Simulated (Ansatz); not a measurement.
Species: HO2, net charge 0, doublet state. It need not be the lowest isomer of its formula. 
Coordinates optimised at B3LYP-D3(BJ)/def2-TZVP (Ansatz, an electronic-structure program):
```xyz
3

O      0.0587     0.7153    -0.0516
O      0.0423    -0.6096    -0.0011
H     -0.8076    -0.8455     0.4215
```
Charge 0, spin multiplicity 2.

Parts of the frozen-core correlation energy in cc-pVDZ (Ansatz, hartree). Frozen orbitals: 2; correlated occupied orbitals by spin: 7 and 6; virtual: 24 and 25. Open shells are spin-unrestricted. No spin-orbit coupling. No relativistic terms.

| term | value |
|---|---|
| reference (HF) | -150.18730 |
| MP2 opposite-spin | ? |
| MP2 same-spin | ? |
| CCSD correlation | ? |
| (T) | -0.00860 |
| CCSDT minus CCSD(T) | -0.00070 |
| CCSDT(Q) minus CCSD(T) | -0.00197 |
| T1 diagnostic | 0.032 |
| largest doubles amplitude | 0.064 |
| <S^2> of the reference | 0.759 |

Question: Complete the blanks.

Answer: 
- MP2 opposite-spin, value: -0.25236
- MP2 same-spin, value: -0.09023
- CCSD correlation, value: -0.36258
